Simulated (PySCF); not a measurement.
## C2, PBE0: how much the basis matters

PySCF, UKS reference; triplet, unpaired electrons σ ↑, π ↑; De to C + C without counterpoise correction.

| basis | relativity | functions | Re (Å) | ωe (cm⁻¹) | De (eV) |
| --- | --- | --- | --- | --- | --- |
| 3-21G | no relativity | 18 | 1.322 | 1638 | 5.69 |
| 6-311G(d,p) | no relativity | 36 | 1.305 | 1713 | 6.23 |
| aug-cc-pVDZ | no relativity | 46 | 1.314 | 1709 | 6.16 |
| def2-TZVP | no relativity | 62 | 1.301 | 1711 | 6.30 |
| def2-TZVPPD | no relativity | 74 | 1.301 | 1711 | 6.30 |

Task: How does each smaller set differ from the one with most functions, def2-TZVPPD?

Result: 3-21G: +2.1 pm, -4.3 % in ωe, -0.61 eV in De; 6-311G(d,p): +0.4 pm, +0.1 % in ωe, -0.07 eV in De; aug-cc-pVDZ: +1.3 pm, -0.1 % in ωe, -0.14 eV in De; def2-TZVP: +0.0 pm, +0.0 % in ωe, +0.00 eV in De. All at PBE0; the set with most functions is neither the basis-set limit nor always the best.

3-21G is very small, so such numbers show the basis as much as the molecule. The state was picked by a PBE0 search and need not be the measured ground state.
